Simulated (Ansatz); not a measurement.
in.yaml

```yaml
crystal:
  periodic: [false, false, false]
  atoms:
    - {symbol: Zr, position_ang: [0.000000, 0.000000, 0.000000]}
    - {symbol: H, position_ang: [0.000000, 0.000000, -1.928800]}
    - {symbol: H, position_ang: [0.000000, 0.000000, 1.928800]}
basis:
  gaussian: {orbitals: def2-SVP}
magnetization: {spin_polarized: false}
correlation: {method: ccsdt_q_b, electrons: outside_noble_gas}
accuracy: high
output: {forces: true}
```

```sh
$ ansatz run in.yaml --threads 1 --pin off --events-out ev --progress --plain --max-ram 2393MiB
```

Q: Roughly how long does this take on 1 thread of Intel Xeon, shared host, and how much host memory?

A: 80 s wall and 0.7 GiB.

```
831 factors; integrals over basis functions are off by at most 2.1e-9 eV
mean field evaluation 1: about -1291.7771 eV, gradient 1.7e1 eV
mean field evaluation 2: about -1291.7796 eV, gradient 1.7e1 eV
mean field evaluation 4: about -1293.4094 eV, gradient 1.6e0 eV
mean field evaluation 8: about -1293.4372 eV, gradient 3.5e-2 eV
mean field evaluation 16: about -1293.3011 eV, gradient 5.7e0 eV
mean field evaluation 32: about -1293.4229 eV, gradient 1.7e0 eV
mean field evaluation 64: about -1293.0932 eV, gradient 3.8e-1 eV
mean field evaluation 96: about -1291.7800 eV, gradient 9.3e-2 eV
mean field -1293.43721466 eV, -47.5329409156 hartree, gradient 4.9e-8 eV, S^2 0.000000; 7 other end points of the search recorded, 0 dependent functions left out; unrestricted orbitals would lower it
determinant -1293.43721466 eV, -47.5329409156 hartree, with singles and doubles -1296.30468176 eV, -47.6383183877 hartree
determinant -1293.09335026 eV, -47.5203041319 hartree, with singles and doubles -1295.73488573 eV, -47.6173787698 hartree
determinant -1291.78017280 eV, -47.4720457502 hartree, with singles and doubles -1294.43340468 eV, -47.5695502237 hartree
4 core orbitals not correlated: weight in the atoms' cores, before any rotation towards them, 0.999 or more for the frozen orbitals, at most 0.000 for the correlated occupied ones
reference -1293.43721466 eV, -47.5329409156 hartree; 3, 3 occupied and 34, 34 virtual orbitals, 831 factors
second order -2.02807479 eV of doubles, -0.00000000 eV of singles
cycle   1  -2.46969451 eV  change   -4.4e-1 eV  update   7.6e-2
cycle   2  -2.76051707 eV  change   -2.9e-1 eV  update   4.9e-2
...
cycle  29  -3.08880426 eV  change    1.1e-7 eV  update   2.8e-8
cycle  30  -3.08880421 eV  change    4.9e-8 eV  update   1.5e-8
cycle  31  -3.08880419 eV  change    2.1e-8 eV  update   9.8e-9
cycle  32  -3.08880420 eV  change   -1.4e-8 eV  update   5.9e-9
cycle  33  -3.08880421 eV  change   -1.0e-8 eV  update   4.4e-9
cycle  34  -3.08880421 eV  change    2.5e-9 eV  update   3.5e-9
cycle  35  -3.08880422 eV  change   -6.9e-9 eV  update   2.8e-9
cycle  36  -3.08880422 eV  change   1.6e-10 eV  update   1.4e-9
cycle  37  -3.08880422 eV  change  -2.4e-10 eV  update  8.3e-10
cycle  38  -3.08880422 eV  change  -2.6e-10 eV  update  3.7e-10
perturbative correction -0.00697527 eV, -0.0002563364 hartree
the calculation of the forces begins
Total energy: -1296.53299415 eV, -47.6467087134 hartree
Atom 0 at     0.000000     0.000000     0.000000 Å, force     0.000000    -0.000000     0.000000 eV/Å
Atom 1 at     0.000000     0.000000    -1.928800 Å, force    -0.000000    -0.000000    -0.271962 eV/Å
Atom 2 at     0.000000     0.000000     1.928800 Å, force     0.000000     0.000000     0.271962 eV/Å
Dipole moment:    -0.000000    -0.000000     0.000000 e Å
```

Forces (eV/Å):
```
Zr   0.000  0.000  0.000
H    0.000  0.000 -0.272
H    0.000  0.000  0.272
```
